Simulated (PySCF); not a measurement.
H₅NSSi.
Numbering: `[NH2:1][SiH2:2][SH:3]` (hydrogens: H4, H5 on N1; H6, H7 on Si2; H8 on S3)

Cartesian coordinates in Å at the PBE0-D3(BJ)/def2-SVP level; atoms count from 1:
```
atom  x, y, z in Å
N1    -0.9882   -0.6470    0.3203
Si2    0.1811    0.6040    0.1686
S3     1.4424    0.2598   -1.5343
H4    -1.3027   -0.9690    1.2271
H5    -1.6408   -0.8707   -0.4211
H6    -0.3290    1.9824   -0.1116
H7     0.9193    0.6182    1.4661
H8     1.7745   -0.9980   -1.1673
```

Linear response at CAM-B3LYP/def2-SVPD (PySCF, frozen core in the response, non-relativistic). The structure is a single PBE0-D3(BJ)/def2-SVP conformer in the gas phase; no vibrational or solvent corrections.

Static isotropic polarisability: 58.01 au (8.60 Å³), principal values 51.8, 55.4, 66.8 au.

Task: What is the polarisability at 1064 nm and at the sodium D line?

Result: 58.59 au at 1064 nm (+1.0 %), 59.99 au at 589.3 nm (+3.4 %). The rise at 589.3 nm is 3.37 times that at 1064 nm; a pure ω² law gives 3.26. The lowest singlet lies at 201 nm, shorter than both wavelengths.

Task: What is the isotropic C6 coefficient between two such molecules, C6 = (3/π)∫α(iω)² dω?

Result: 1206 au (Eh·bohr⁶) by a ten-point quadrature over imaginary frequencies, which is 721 eV·Å⁶ or 69.5 J·nm⁶/mol.

Task: Which effective excitation energy ω̄ makes London's formula C6 = (3/4)α²ω̄ exact here?

Result: ω̄ = 4·C6/(3α²) = 0.478 Eh = 13.0 eV. A one-pole form α(ω) = α/(1 − ω²/ω̄²) fitted to the 1064 nm value gives 11.6 eV. London's choice of the ionisation energy (9.63 eV, ΔSCF at the same level) gives C6 = 893 au, 26 % too low.

Task: How anisotropic is the static polarisability, by Δα² = ½[(α1 − α2)² + (α2 − α3)² + (α3 − α1)²]?

Result: Δα = 13.6 au, or 0.23 of the isotropic value.

Task: What three-body coefficient follows from the one-pole estimate C9 = (3/4)·α·C6?

Result: 52500 au. This is an estimate from the two numbers above, not a computed integral.

Task: What n − 1 at the D line would an ideal gas of it have at 273.15 K and 1 atm (2.6868 × 10¹⁹ cm⁻³), by n − 1 = 2π·N·α′?

Result: 15.01 × 10⁻⁴, a formal value whether or not that pressure can be reached.

Hardware: one thread, Arm Neoverse N1 (aarch64), shared host with 64 logical CPUs at a one-minute load of 60. Cost: 47 s, 0.51 GiB resident at most. This is the whole response run at CAM-B3LYP/def2-SVPD, SCF included.
